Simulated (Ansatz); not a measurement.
`[NH2][Mg][F]` + H₂S → `[F][Mg][SH]` + NH₃ at 600 K and 1 bar (ligand exchange at a Mg–N bond).

Isolated molecules relaxed with PBE0-D4/def2-TZVP in Ansatz; ΔE leaves out vibrations. CBS: MP2 limit from def2 TZ/QZ plus the TZ coupled-cluster correction, frozen cores. This one scheme is used for every species. For Mg outer-core shells are correlated without core-valence functions, which leaves a few kJ/mol of doubt a bond. One conformer a species, not always the lowest.

```json
{"species": "`[NH2][Mg][F]`", "CCSD(T)/CBS energy (Eh)": "-355.68386", "H − E (kJ/mol)": "106.4", "S (J/(mol·K))": "330.3"}
{"species": "H₂S", "CCSD(T)/CBS energy (Eh)": "-398.97279", "H − E (kJ/mol)": "60.8", "S (J/(mol·K))": "230.9"}
{"species": "`[F][Mg][SH]`", "CCSD(T)/CBS energy (Eh)": "-698.17668", "H − E (kJ/mol)": "63.5", "S (J/(mol·K))": "338.3"}
{"species": "NH₃", "CCSD(T)/CBS energy (Eh)": "-56.50880", "H − E (kJ/mol)": "112.4", "S (J/(mol·K))": "219.5"}
```

H − E and S are ideal-gas, rigid-rotor, harmonic terms from PBE0-D4/def2-TZVP, for one conformer and one mirror image of each species. 1 Eh = 2625.50 kJ/mol, R = 8.31446 J/(mol·K).

Problem. By hand: ΔE, ΔH, ΔS and ΔG.

Solution. ΔE = (-698.17668) + (-56.50880) − (-355.68386) − (-398.97279) = -0.02883 Eh = -75.7 kJ/mol. Δ(H − E) = 63.5 + 112.4 − 106.4 − 60.8 = 8.7, so ΔH = -67.0 kJ/mol. ΔS = 338.3 + 219.5 − 330.3 − 230.9 = -3.4 J/(mol·K). ΔG = -67.0 − 600 × (-3.4)/1000 = -65.0 kJ/mol.

Problem. By hand: the equilibrium constant, and the temperature at which ΔG would vanish if ΔH and ΔS stayed fixed.

Solution. log₁₀ K = −ΔG/(RT ln 10) = 5.7. ΔG = 0 at ΔH/ΔS = 19706 K, far beyond where these terms or the molecules hold.

The number of gas molecules stays the same, so ΔS is small and ΔH decides. A doubt of 5 kJ/mol in ΔE shifts log₁₀ K by 0.4 here. Other conformers and mirror images would add mixing entropy, several J/(mol·K) or more a flexible species. These are equilibria of isolated gas molecules and say nothing of rates. Largest T1 diagnostic: 0.011 (customary marks: 0.02 for closed shells, 0.045 for open ones).
